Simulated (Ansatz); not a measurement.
# C2H3FN: the cost of one run

Method: UKS PBE-D4/def2-SVP, in Ansatz 0.2.0.

1 further run of the same task is left out (it didn't finish).

## 1. The system as given

Bond lengths: N1–C2 1.399 Å, C2–C3 1.317 Å, C3–F4 1.337 Å, N1–H5 1.011 Å, N1–H6 1.010 Å, C2–H7 1.079 Å. Angles: N1–C2–C3 126.0°, N1–C2–H7 114.9°, C3–C2–H7 118.8°, C2–N1–H5 114.0°, C2–N1–H6 115.1°, H5–N1–H6 112.5°, C2–C3–F4 127.7°.

Coordinates:

```xyz
7

N    -0.4545    0.8591   -0.2226
C     0.5367    0.0349    0.3196
C     0.6837   -1.2539    0.0900
F     0.0943   -1.9879   -0.8597
H    -1.1059    0.3768   -0.8272
H    -0.9181    1.4654    0.4395
H     1.1637    0.5056    1.0605
```

## 2. Relaxing end A

input.yaml reads:

```yaml
crystal:
  periodic: [false, false, false]
  atoms:
    - { symbol: "N", position_ang: [-0.45454, 0.85908, -0.22262] }
    - { symbol: C, position_ang: [0.53675, 0.03494, 0.31957] }
    - { symbol: C, position_ang: [0.68374, -1.25395, 0.08999] }
    - { symbol: F, position_ang: [0.09433, -1.98787, -0.85972] }
    - { symbol: H, position_ang: [-1.10588, 0.37679, -0.82721] }
    - { symbol: H, position_ang: [-0.91808, 1.46537, 0.43952] }
    - { symbol: H, position_ang: [1.16368, 0.50564, 1.06047] }
magnetization:
  spin_polarized: true
  initial_magnetization: 1
basis:
  gaussian: { orbitals: def2-SVP }
hamiltonian:
  xc: pbe
  dispersion: d4
relax:
  f_tol: 0.015
  max_steps: 40
```

Started as:

```console
$ ansatz run input.yaml --threads 1 --pin off --max-ram 2048MiB --backend cpu --events-out ev --progress --plain --runs-dir out
```

What time and memory should one allow on 1 thread of Arm Neoverse V2, shared host?

About 24 s, with a peak of 0.14 GiB.
